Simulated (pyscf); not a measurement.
HO–Ti(OH)(Cl)–Cl + hydrogen chloride (HCl) → HO–Ti(Cl)(Cl)–Cl + water (H₂O) (four-centre exchange; singlet surface; O–Ti, Cl–H broken, Cl–Ti, H–O formed). Structures and frequencies: ωB97X-D3(BJ)/def2-SVP in PySCF. Energies in kcal/mol from the separated reactants.

```csv
level,barrier,reaction energy
ωB97X-D3(BJ)/def2-TZVP,3.6,-5.6
PBE/def2-TZVP,3.2,-4.6
r²SCAN/def2-TZVP,2.3,-4.6
B3LYP-D3(BJ)/def2-TZVP,4.3,-4.7
M06-2X/def2-TZVP,3.5,-3.9
ωB97M-D3(BJ)/def2-TZVP,6.5,-3.2
```

The functionals in the table span 4.2 kcal/mol in this barrier, from r²SCAN to ωB97M-D3(BJ)/def2-TZVP. On the reactant side the descent ends in a complex, 6.2 kcal/mol under the separated species and 9.8 kcal/mol under the saddle at ωB97X-D3(BJ)/def2-TZVP. On the product side the descent ends in an adduct with a O–Ti contact (not fully relaxed), 10.2 kcal/mol under the separated species and 19.5 kcal/mol under the saddle at ωB97X-D3(BJ)/def2-TZVP. What is counted as broken (O–Ti) persists as a longer contact in the product adduct; parting that adduct is a step of its own. One saddle was located; it need not be the lowest between these sides.
